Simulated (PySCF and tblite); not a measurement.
Results of a calculation; reference values are marked as such.
**C₃H₆O, numbered as in [CH2:1]=[CH:2][CH2:3][OH:4]: conformational analysis**

Free energies: PBE0-D3(BJ)/def2-TZVP on PBE0-D3(BJ)/def2-SVP structures plus GFN2-xTB thermal terms, symmetry and mirror images included. Conformers within 4 kcal/mol (GFN2-xTB free energy) were kept, 5 at most. GIAO shieldings: PBE0/pcSseg-1. Shifts are against TMS (¹H), TMS (¹³C) at the same level; of two unlike H on one atom, a is the less shielded. Programs: PySCF with density fitting and tblite.

Torsions listed: C1–C2–C3–O4, C2–C3–O4–H4. Of a mirror pair one member is shown.

| conformer | shape | symmetry | E(GFN2) kcal/mol | E(DFT) kcal/mol | G(298.15 K) kcal/mol | weight % | dipole D |
| --- | --- | --- | --- | --- | --- | --- | --- |
| 1 | -8°, -60° | C1 (pair) | 0.00 | 0.00 | 0.00 | 44.7 | 1.46 |
| 2 | 127°, -58° | C1 (pair) | 0.32 | 0.14 | 0.06 | 40.4 | 1.48 |
| 3 | 0°, 180° | Cs | 2.04 | 0.96 | 1.11 | 6.9 | 1.85 |
| 4 | 132°, 171° | C1 (pair) | 2.04 | 1.65 | 1.35 | 4.6 | 1.62 |
| 5 | 124°, 61° | C1 (pair) | 0.61 | 1.68 | 1.53 | 3.4 | 1.58 |

Weights (%) against temperature:

| T (K) | 1 | 2 | 3 | 4 | 5 | S(mix) cal/mol/K |
| --- | --- | --- | --- | --- | --- | --- |
| 150 | 54.2 | 42.9 | 2.1 | 0.5 | 0.3 | 2.98 |
| 200 | 50.4 | 43.1 | 3.9 | 1.6 | 1.0 | 3.21 |
| 250 | 47.3 | 41.9 | 5.6 | 3.1 | 2.2 | 3.42 |
| 298.15 | 44.7 | 40.4 | 6.9 | 4.6 | 3.4 | 3.60 |
| 400 | 40.6 | 36.9 | 9.0 | 7.6 | 5.9 | 3.86 |

Averaged shifts at 298.15 K. ¹H: 6.20 (H2, 1H), 5.57 (H1a, 1H), 5.40 (H1b, 1H), 4.17 (H3, 2H) ppm. ¹³C: 148.7 (C2), 120.9 (C1), 67.3 (C3) ppm.

Coordinates of conformer 1 (Å):

```xyz
10

C     1.417    0.408    0.038
C     0.454   -0.443    0.390
C    -0.902   -0.491   -0.249
O    -1.157    0.546   -1.148
H     2.390    0.409    0.534
H     1.260    1.121   -0.776
H     0.627   -1.170    1.193
H    -1.672   -0.551    0.549
H    -0.999   -1.433   -0.818
H    -1.090    1.375   -0.660
```

H on N, O and S are left out: they exchange, and hydrogen bonds move them by several ppm. Shifts are unscaled: against experiment ¹³C can be off by 15 ppm or more and ¹H by 0.8 ppm.

Search and properties took 50 s on 1 thread of Arm Neoverse V1 (shared host) (rough), launched as `OMP_NUM_THREADS=1 python ens_run.py task.json out`.
